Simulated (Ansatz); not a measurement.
Results of r²SCAN-D4 (plane waves, PAW; Ansatz, a first-principles code) for 2H WS2.

Run with plane-wave cutoff 560 eV, 12×12×4 k mesh (along the axes of the cell as run), Fermi–Dirac smearing 0.01 eV, no spin polarisation, scalar-relativistic PAW data made under PBE.

Computed at the level's own relaxed cell.

Problem. Give the computed smallest direct gap on the k points sampled, band gap, volume per atom and Γ–Γ gap.

Solution. 
- smallest direct gap on the k points sampled = 1.89 eV
- band gap = 1.18 eV
- volume per atom = 18.23 Å³/atom
- Γ–Γ gap = 2.44 eV

Note: the bulk modulus comes from volumes at which shape and atoms were relaxed.

Spin–orbit coupling is not included.

Static lattice: no zero-point or thermal effects.

It cost roughly 8 core-minutes of CPU time.
